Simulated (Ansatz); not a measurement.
Relaxation of BClH4S (7 atoms, charge 0, multiplicity 1), to a largest force component of 0.03 eV/Å in at most 50 steps.

The calculation used RKS PBE-D4/6-31G* (Ansatz).

```xyz
7
Properties=species:S:1:pos:R:3
B 0.042 0.304 0.059
Cl -0.070 0.632 1.856
H 1.128 0.396 -0.440
H -0.998 0.119 -0.512
S 0.362 -2.719 0.569
H -0.911 -3.046 0.213
H -0.070 -1.935 1.627
```

Q: Where does it end, and by what steps?

A: The run converged. After 7 steps the energy has fallen by 0.305 eV; S5 moved furthest, 0.55 Å. Joined: B1–S5 (3.08 → 2.18 Å).

```json
{"step": "0", "energy less start (eV)": "0.0000", "largest force component (eV/Å)": "0.929", "accepted": "yes"}
{"step": "1", "energy less start (eV)": "-0.0658", "largest force component (eV/Å)": "0.807", "accepted": "yes"}
{"step": "2", "energy less start (eV)": "-0.1633", "largest force component (eV/Å)": "1.220", "accepted": "yes"}
{"step": "3", "energy less start (eV)": "-0.2300", "largest force component (eV/Å)": "1.209", "accepted": "yes"}
{"step": "4", "energy less start (eV)": "-0.2762", "largest force component (eV/Å)": "0.674", "accepted": "yes"}
{"step": "5", "energy less start (eV)": "-0.2823", "largest force component (eV/Å)": "0.810", "accepted": "yes"}
{"step": "6", "energy less start (eV)": "-0.3027", "largest force component (eV/Å)": "0.115", "accepted": "yes"}
{"step": "7", "energy less start (eV)": "-0.3047", "largest force component (eV/Å)": "0.020", "accepted": "yes"}
```

```xyz
7
Properties=species:S:1:pos:R:3
B 0.044 -0.048 0.129
Cl -0.111 0.715 1.786
H 1.080 0.193 -0.437
H -0.979 -0.075 -0.510
S 0.330 -2.179 0.485
H -0.889 -2.655 0.116
H 0.006 -2.201 1.805
```

Whether the end is a true minimum wasn't checked by a vibrational analysis.

Run time: 12 s on 1 thread of Intel(R) Xeon(R) 6975P-C (Granite Rapids) (shared host), peak memory 0.14 GiB.
